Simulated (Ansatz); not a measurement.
# CH4F (doublet): from Hartree-Fock to the top rungs at distance C1–H5 along a hydrogen transfer = 1.172 Å, cc-pVDZ

Aim: climb from Hartree-Fock through coupled cluster and multireference methods for CH4F (doublet) at one geometry and basis, and see what each rung misses.

Computed with Ansatz 0.2.0, Gaussian basis. Level: cc-pVDZ, core rule «outside noble gas», up to 2 orbitals frozen.

Plan: UHF; CCSD(T) on ROHF; CCSD(T) on UHF; BCCD(T) on ROHF; CISD; CCSDT(Q) on ROHF; CCSDT(Q) on UHF; CASSCF and MRCISD+Q, 3 electrons in 3 orbitals; CASSCF and NEVPT2, 3 electrons in 3 orbitals; CASSCF and MRCISD+Q, 15 electrons in 12 orbitals; CASSCF and NEVPT2, 15 electrons in 12 orbitals.

## Step 1: What is computed

The geometry derives from fragments relaxed apart (PBE0/def2-TZVP) and kept rigid, so it is no stationary point. A hydrogen atom is moved between rigid fragments.

6 atoms, charge 0, spin multiplicity 2.

Atoms are counted from 1 here; the program's logs count them from 0.

Bond lengths: C1–H2 1.090 Å, C1–H3 1.090 Å, C1–H4 1.090 Å, C1–H5 1.172 Å. Angles: H2–C1–H3 109.5°, H2–C1–H4 109.5°, H2–C1–H5 109.5°, H3–C1–H4 109.5°, H3–C1–H5 109.5°, H4–C1–H5 109.5°.

## Step 2: UHF

in.yaml reads:

```yaml
crystal:
  periodic: [false, false, false]
  atoms:
    - {symbol: C, position_ang: [-1.393058, 0.000000, 0.000000]}
    - {symbol: H, position_ang: [-1.756263, 1.027301, 0.000000]}
    - {symbol: H, position_ang: [-1.756263, -0.513650, 0.889668]}
    - {symbol: H, position_ang: [-1.756263, -0.513650, -0.889669]}
    - {symbol: H, position_ang: [-0.221058, 0.000000, 0.000000]}
    - {symbol: F, position_ang: [1.171942, 0.000000, 0.000000]}
basis:
  gaussian: {orbitals: cc-pVDZ}
magnetization: {spin_polarized: true, initial_magnetization: 1}
hamiltonian: {xc: hf}
output: {orbitals: {seedname: orbitals}}
```

Command:

```
$ ansatz run in.yaml --threads 1 --pin off --events-out ev --progress --plain --max-ram 4096MiB --backend cpu
```

Further steps of the session: CCSD(T) on ROHF; CCSD(T) on UHF; BCCD(T) on ROHF; CISD; CCSDT(Q) on ROHF; CCSDT(Q) on UHF; CASSCF and MRCISD+Q, 3 electrons in 3 orbitals; CASSCF and NEVPT2, 3 electrons in 3 orbitals; CASSCF and MRCISD+Q, 15 electrons in 12 orbitals; CASSCF and NEVPT2, 15 electrons in 12 orbitals.

**Question.** What will the summary of the whole plan be? Wanted: UCCSDT(Q) below the RHF energy; RMP2 from UCCSDT(Q); UMP2 from UCCSDT(Q); RCCSD from UCCSDT(Q); RCCSD(T) from UCCSDT(Q); UCCSD(T) from UCCSDT(Q); RCCSDT(Q) from UCCSDT(Q); NEVPT2 pair from UCCSDT(Q); NEVPT2 valence from UCCSDT(Q).

As calculated:

```
                         quantity                                                   value
   UCCSDT(Q) below the RHF energy                                             -10.0252 eV
              RMP2 from UCCSDT(Q)                                             +1218.3 meV
              UMP2 from UCCSDT(Q)                                             +1186.3 meV
             RCCSD from UCCSDT(Q)                                              +201.1 meV
          RCCSD(T) from UCCSDT(Q)                                               +29.8 meV
          UCCSD(T) from UCCSDT(Q)                                               +29.1 meV
         RCCSDT(Q) from UCCSDT(Q)                                                +0.6 meV
       NEVPT2 pair from UCCSDT(Q)                                             +1089.7 meV
    NEVPT2 valence from UCCSDT(Q)                                             +1490.6 meV
  MRCISD+Q valence from UCCSDT(Q)                                               +95.9 meV
levels within 1 kcal/mol (43 meV)  RCCSD(T), UCCSD(T), BCCD(T), RCCSDT, UCCSDT, RCCSDT(Q)
                    T1 diagnostic                                                   0.033
   effectively unpaired electrons                                                    1.02
```

In words: RCCSD(T) misses by +29.8 meV, 0.3 % of the correlation energy. One determinant dominates. Of the multireference levels listed MRCISD+Q valence comes nearest in total energy (+95.9 meV), which doesn't show that its space is the better one. These misses are within one basis, not against nature; the frozen cores of restricted and unrestricted runs differ, which can shift their rows.
